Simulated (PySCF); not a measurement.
Structure problem from calculated spectra and properties.

Elements present: C, H and O. Monoisotopic mass: 30.0106 u.

| Property | Result |
| --- | --- |
| Triplet | lowest triplet excitation (Tamm–Dancoff): 3.48 eV [TDA wB97X-D/def2-SVPD] |
| Polarisability | 17.1 au [wB97X-D/def2-SVPD] |
| Rotational structure | rotational constants A, B, C: 291.613, 39.433, 34.736 GHz [GFN2-xTB] |
| NMR, other nuclei | isotropic shieldings of nuclei other than C and H, by class: -461 (1 O) ppm [GIAO PBE0/pcSseg-1] |
| 13C NMR | chemical shifts (computed TMS as zero) by class: 198.8 (1 C) ppm [GIAO PBE0/pcSseg-1] |
| Couplings | largest of the computed one-bond spin–spin couplings (means over like bonds): 13C–1H +179.1 (×2), 17O–13C +31.4 Hz [B3LYP/pcJ-1] |
| UV, first state | lowest singlet excitation: 4.09 eV (303 nm, f = 0.000) [TDDFT wB97X-D/def2-SVPD] |

The electronic properties come from PySCF, for the isolated species, density fitting. Levels stand in brackets. Isolated species at its GFN2-xTB geometry, gas phase. NMR values are class means; diastereotopic atoms form classes of their own.

Problem. Which formula fits the mass and the elements?

Solution. CH2O (calculated 30.0106). No other formula that holds each of these elements comes within 0.0003 u with a fitting electron parity and a possible valence count.

Problem. Propose a structure and show how it fits.

Solution. Its formula, CH2O, gives 1 degree of unsaturation: 0 rings and 1 π bond in the structure found. The one carbon: formaldehyde carbon (198.8 ppm). The other shieldings belong to: -461 ppm, aldehyde oxygen. The couplings run between: +179.1 Hz, formaldehyde carbon and its hydrogen (with 1 like pair); +31.4 Hz, aldehyde oxygen and formaldehyde carbon. The optimised geometry has point group C2v and is an asymmetric top. Structure: `C=O` (formaldehyde).
